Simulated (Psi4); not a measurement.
Psi4 input (wB97X-D/6-311+G**):

```
memory 1500 MB

molecule {
1 1
C    -1.07418128   -0.21162505   -0.02193321
O    -0.80426615   -1.25850516   -0.41995211
O     0.06884204    0.79292447    0.19070633
H    -1.99935379    0.30549760    0.23784596
C     1.50958716    0.37523867    0.11783599
H     2.04525726    1.24843873   -0.23885472
H     1.81242425    0.05625082    1.10994200
H     1.53355499   -0.43558812   -0.60121075
H    -0.12092511    1.56836467    0.75082691
symmetry c1
no_reorient
no_com
}

set {
  basis 6-311+G**
  reference rks
  scf_type df
  df_basis_scf def2-universal-jkfit
  dft_radial_points 99
  dft_spherical_points 590
  e_convergence 1e-8
  d_convergence 1e-7
  maxiter 150
}

e = energy('wb97x-d')
print_out(f'\nFINAL {e:.10f} DIPOLE {variable("CURRENT DIPOLE")[0]:.6f} {variable("CURRENT DIPOLE")[1]:.6f} {variable("CURRENT DIPOLE")[2]:.6f}\n')
```

Q: What final total energy does it give?

A: -229.33489 Eh.
